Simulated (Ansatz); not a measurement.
# Cadmium, hcp: convergence with cold smearing

Computed with Ansatz, r²SCAN, scalar-relativistic PAW, on the relaxed cell (a = 2.951 Å, c = 5.884 Å (c/a = 1.994); spin not included). Errors count from a run at 500 eV on a Γ-centred 20×20×9 mesh with Fermi-Dirac smearing of 0.1 eV, extrapolated to zero width. Fixed here: cutoff 500 eV, mesh 12×12×6. The SCF starts from atomic densities corrected by a trained network.

```json
{"width (eV)": "0.01", "E(σ→0) error (meV/atom)": "-6.2", "F error (meV/atom)": "-6.2", "P (GPa)": "0.07", "SCF iterations": "6"}
{"width (eV)": "0.1", "E(σ→0) error (meV/atom)": "-6.5", "F error (meV/atom)": "-6.4", "P (GPa)": "0.05", "SCF iterations": "7"}
{"width (eV)": "0.2", "E(σ→0) error (meV/atom)": "-6.4", "F error (meV/atom)": "-6.3", "P (GPa)": "0.03", "SCF iterations": "7"}
{"width (eV)": "0.3", "E(σ→0) error (meV/atom)": "-6.4", "F error (meV/atom)": "-5.9", "P (GPa)": "0.00", "SCF iterations": "7"}
{"width (eV)": "0.6", "E(σ→0) error (meV/atom)": "-6.1", "F error (meV/atom)": "-2.1", "P (GPa)": "0.00", "SCF iterations": "7"}
{"width (eV)": "1.0", "E(σ→0) error (meV/atom)": "0.6", "F error (meV/atom)": "6.8", "P (GPa)": "0.15", "SCF iterations": "7"}
```

Problem. What does the run at 0.03 give (width)?

Solution. E(σ→0) error (meV/atom): -6.2; F error (meV/atom): -6.3; P (GPa): 0.05; SCF iterations: 7.
